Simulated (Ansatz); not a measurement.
Consider the substitution at a C–O bond: `COC1(F)CO1` + CH₃SH → `CSC1(F)CO1` + CH₃OH.

Program: Ansatz. Geometries: PBE0-D4/def2-TZVP. ΔE: electronic, gas phase. CCSD(T)/CBS is the MP2 limit (def2-TZVPP, def2-QZVPP) plus CCSD(T) − MP2 in def2-TZVPP, frozen cores. This one scheme is used for every species. Functionals use def2-TZVPP. B3LYP here is the variant with VWN-RPA as its local correlation; programs differ in this. Each species was taken in one conformer, which may not be the lowest.

Is it downhill or uphill in electronic energy at CCSD(T)/CBS, and by how much? (Estimate.)

Computed: Uphill: ΔE = +9.2 kJ/mol.

What do these levels give: PBE-D4, B3LYP-D4, ωB97X-V, ωB97M-V, B2PLYP, PBE, PBE0, B3LYP, HF/def2-QZVPP, SCS-MP2/def2-QZVPP, HF/CBS(def2), CCSD/CBS(def2)? (Estimate.)

Ansatz gave: PBE-D4 6.2, B3LYP-D4 12.5, ωB97X-V 16.2, ωB97M-V 14.1, B2PLYP 14.4, PBE 8.6, PBE0 13.4, B3LYP 16.4, HF/def2-QZVPP 32.9, SCS-MP2/def2-QZVPP 8.6, HF/CBS(def2) 32.8, CCSD/CBS(def2) 12.1 kJ/mol.

Largest T1 diagnostic among the species: 0.012.

The D4 term adds −3.9 kJ/mol with B3LYP and −2.1 kJ/mol with PBE0; it sums over pairs of atoms, weighted by their polarisabilities, and B3LYP, whose exchange is more repulsive, gets the larger term. In def2-TZVPP, CCSD(T) changes the Hartree–Fock value by −17.2 kJ/mol (the triples alone add −2.9 kJ/mol) and MP2 by −24.8 kJ/mol.
